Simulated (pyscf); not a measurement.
Optimised with ωB97X-D3(BJ)/def2-SVP in PySCF.

Task: For the elementary gas-phase step `[NH2][SiH2][NH2]` + `[OH2]` → `[NH2][SiH]([NH2])[OH]` + `[H][H]` (singlet surface; H–Si, H–O broken, O–Si, H–H formed), what barrier and reaction energy does r²SCAN/def2-TZVP give, measured from the separated reactants?…

Result: ΔE‡ = 0.94 eV, ΔE = -1.12 eV. ωB97M-D3(BJ)/def2-TZVP gives 1.07 eV and -1.06 eV. Zero-point energy shifts the barrier by +0.02 eV. It is a four-centre exchange, with an imaginary mode of 1140i cm⁻¹. On the reactant side the descent ends in a complex, 0.21 eV under the separated species and 1.32 eV under the saddle at ωB97X-D3(BJ)/def2-TZVP. At the saddle there is also a short H–Si contact that neither side keeps. One saddle was located; it need not be the lowest between these sides.
